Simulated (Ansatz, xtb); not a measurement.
## FOS−: where a starting geometry ends

The starting geometry of this gas-phase singlet has its atoms placed at random.

```tsv
atom	x (Å)	y (Å)	z (Å)
F	-0.4878	0.5668	-0.2859
O	1.0947	0.9215	-0.6736
S	0.2290	-0.3636	0.4369
```

Task: One run relaxed it with r2SCAN-D4/def2-SVPD. What is a likely outcome?

Result: It ends as `[O-]SF`. Distances that change by over a tenth: F1–S3 (1.38 → 1.80 Å), O2–S3 (1.91 → 1.55 Å).

The energy falls by 7.71 eV over 9 steps:

```json
{"step": "1", "E − E(last) (eV)": "7.705"}
{"step": "2", "E − E(last) (eV)": "3.590"}
{"step": "3", "E − E(last) (eV)": "1.149"}
{"step": "4", "E − E(last) (eV)": "0.207"}
{"step": "5", "E − E(last) (eV)": "0.069"}
{"step": "6", "E − E(last) (eV)": "0.004"}
{"step": "7", "E − E(last) (eV)": "0.000"}
{"step": "8", "E − E(last) (eV)": "0.000"}
{"step": "9", "E − E(last) (eV)": "0.000"}
```

Final geometry (Å):

```xyz
3

F    -1.1506    0.4952   -0.1868
O     1.4957    0.7570   -0.5624
S     0.4908   -0.1275    0.2266
```

From the same start GFN2-xTB reaches the same bonding as this run.

From so rough a start the end depends on the optimiser's path, so another program may land elsewhere. No frequencies were run, so the end isn't proven a minimum. Run with Ansatz 0.2.0, 6.3 s on 2 threads of Intel(R) Xeon(R) Processor @ 2.70GHz, on a shared host.
